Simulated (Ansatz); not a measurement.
Method: PBE0-D3(BJ)/def2-TZVP (Ansatz, a quantum-chemistry and plane-wave program). No frequencies were computed at this level.

Ansatz 0.2 input:
```yaml
crystal:
  periodic: [false, false, false]
  atoms:
    - { symbol: Si, position_ang: [0.000076, -0.001041, 0.238221] }
    - { symbol: H, position_ang: [-0.530697, 1.310994, -0.074004] }
    - { symbol: H, position_ang: [1.400468, -0.19513, -0.080867] }
    - { symbol: H, position_ang: [-0.869847, -1.114822, -0.083351] }
basis:
  gaussian: { orbitals: def2-tzvp }
hamiltonian:
  xc: pbe0
  dispersion: d3bj
relax:
  max_steps: 150
magnetization:
  spin_polarized: true
  initial_magnetization: 1
```

Output:

```
Functional definition: PBE0
400 factors; their error is unknown
mean field evaluation 1: about -7921.0479 eV, gradient 6.3e0 eV
mean field evaluation 2: about -7921.3339 eV, gradient 2.3e0 eV
mean field evaluation 4: about -7921.3689 eV, gradient 1.0e-1 eV
mean field evaluation 8: about -7921.4029 eV, gradient 8.8e-3 eV
mean field -7921.40286228 eV, -291.1061858692 hartree, gradient 3.1e-6 eV, S^2 0.753932; 0 other end points of the search recorded, 0 dependent functions left out
reference -7921.40288907 eV, -291.1061868536 hartree; 9, 8 occupied and 46, 47 virtual orbitals, 400 factors
relax step   1: F+E_penalty+E_count = -7921.43496133 eV  Δ(F+E_penalty+E_count) = +0.000e0 eV  max|allowed force component| = 8.994e-1 eV/Å  Δτ_max = 0.0000 Å  (23 SCF iters, accepted)
these checks for a lower state are left out or cut short: starts, cluster_reference, orbital_swaps, neighbouring_geometries, increment
400 factors; their error is unknown
mean field evaluation 16: about -7921.3950 eV, gradient 2.5e0 eV
mean field -7921.46885303 eV, -291.1086109846 hartree, gradient 2.2e-5 eV, S^2 0.753063; 0 other end points of the search recorded, 0 dependent functions left out
reference -7921.46887958 eV, -291.1086119601 hartree; 9, 8 occupied and 46, 47 virtual orbitals, 400 factors
relax step   2: F+E_penalty+E_count = -7921.50100647 eV  Δ(F+E_penalty+E_count) = -6.605e-2 eV  max|allowed force component| = 1.975e-1 eV/Å  Δτ_max = 0.0896 Å  (26 SCF iters, accepted)
these checks for a lower state are left out or cut short: starts, cluster_reference, orbital_swaps, neighbouring_geometries, increment
400 factors; their error is unknown
mean field -7921.47172077 eV, -291.1087163718 hartree, gradient 4.9e-5 eV, S^2 0.752989; 0 other end points of the search recorded, 0 dependent functions left out
reference -7921.47174727 eV, -291.1087173459 hartree; 9, 8 occupied and 46, 47 virtual orbitals, 400 factors
relax step   3: F+E_penalty+E_count = -7921.50387858 eV  Δ(F+E_penalty+E_count) = -2.872e-3 eV  max|allowed force component| = 1.866e-2 eV/Å  Δτ_max = 0.0115 Å  (24 SCF iters, accepted)
these checks for a lower state are left out or cut short: starts, cluster_reference, orbital_swaps, neighbouring_geometries, increment
400 factors; their error is unknown
mean field -7921.47174185 eV, -291.1087171465 hartree, gradient 6.0e-5 eV, S^2 0.753000; 0 other end points of the search recorded, 0 dependent functions left out
reference -7921.47176836 eV, -291.1087181208 hartree; 9, 8 occupied and 46, 47 virtual orbitals, 400 factors
relax step   4: F+E_penalty+E_count = -7921.50389831 eV  Δ(F+E_penalty+E_count) = -1.973e-5 eV  max|allowed force component| = 1.919e-3 eV/Å  Δτ_max = 0.0016 Å  (19 SCF iters, accepted)
400 factors; their error is unknown
mean field evaluation 32: about -7921.4388 eV, gradient 5.2e-2 eV
mean field -7921.47174185 eV, -291.1087171465 hartree, gradient 6.0e-5 eV, S^2 0.753000; 1 other end points of the search recorded, 0 dependent functions left out
reference -7921.47176836 eV, -291.1087181208 hartree; 9, 8 occupied and 46, 47 virtual orbitals, 400 factors
Total energy: -7921.50392482 eV, -291.1098998489 hartree
Atom 0 at     0.000166    -0.001330     0.337736 Å, force    -0.000000    -0.000011     0.001919 eV/Å
Atom 1 at    -0.531633     1.312991    -0.107150 Å, force     0.000465    -0.001132    -0.000645 eV/Å
Atom 2 at     1.402443    -0.195474    -0.114036 Å, force    -0.001215     0.000177    -0.000638 eV/Å
Atom 3 at    -0.870976    -1.116187    -0.116551 Å, force     0.000751     0.000965    -0.000635 eV/Å
Dipole moment:     0.000004    -0.000026     0.006530 e Å
```

Cost: very roughly 4 core-seconds.
